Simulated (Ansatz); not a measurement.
Input file:

```yaml
crystal:
  periodic: [false, false, false]
  atoms:
    - {symbol: O, position_ang: [-0.967173, -0.231644, 0.000000]}
    - {symbol: H, position_ang: [-1.216482, 0.694932, 0.000000]}
    - {symbol: H, position_ang: [0.086827, -0.231644, 0.000000]}
    - {symbol: Si, position_ang: [2.096827, -0.231644, 0.000000]}
basis:
  gaussian: {orbitals: cc-pVDZ}
magnetization: {spin_polarized: true, initial_magnetization: 2}
hamiltonian: {xc: {name: wB97M-V}}
output: {orbitals: {seedname: orbitals}}
```

```sh
$ ansatz run in.yaml --threads 1 --pin off --events-out ev --progress --plain --max-ram 2393MiB
```

Output:

```
  # Of w^i u^j: cxij and so on, Table III.
  gx(w, u) = 1 - cx + cx01*u + cx10*w
  gss(w, u) = css00 + css04*u^4 + css10*w + css20*w^2 + css43*w^4*u^3
  gos(w, u) = cos00 + cos10*w + (cos20 + cos21*u)*w^2 + (cos60 + cos61*u)*w^6
      + integral(e_c_pw_mod_opposite_spin*gos(b97_w_opposite, b97_u_opposite)) + vv10(b, c)
401 factors; integrals over basis functions are off by at most 1.5e-3 eV
128 factors; integrals over basis functions are off by at most 1.6e-5 eV
mean field evaluation 1: about -9948.1728 eV, gradient 3.1e1 eV
mean field evaluation 2: about -9946.4221 eV, gradient 3.9e1 eV
mean field evaluation 4: about -9951.9680 eV, gradient 4.8e-1 eV
mean field evaluation 8: about -9952.0140 eV, gradient 5.9e-2 eV
mean field evaluation 16: about -9952.0141 eV, gradient 1.0e-4 eV
mean field evaluation 32: about -9951.9177 eV, gradient 2.0e0 eV
mean field -9952.01409450 eV, -365.7297722553 hartree, gradient 7.9e-6 eV, S^2 2.001944; 2 other end points of the search recorded, 0 dependent functions left out
reference -9952.01412380 eV, -365.7297733323 hartree; 13, 11 occupied and 29, 31 virtual orbitals, 401 factors
Total energy: -9952.01412380 eV, -365.7297733323 hartree
```

Ran on 1 thread of Arm Neoverse V1, shared host: 11 s wall, 0.17 GiB peak host memory.
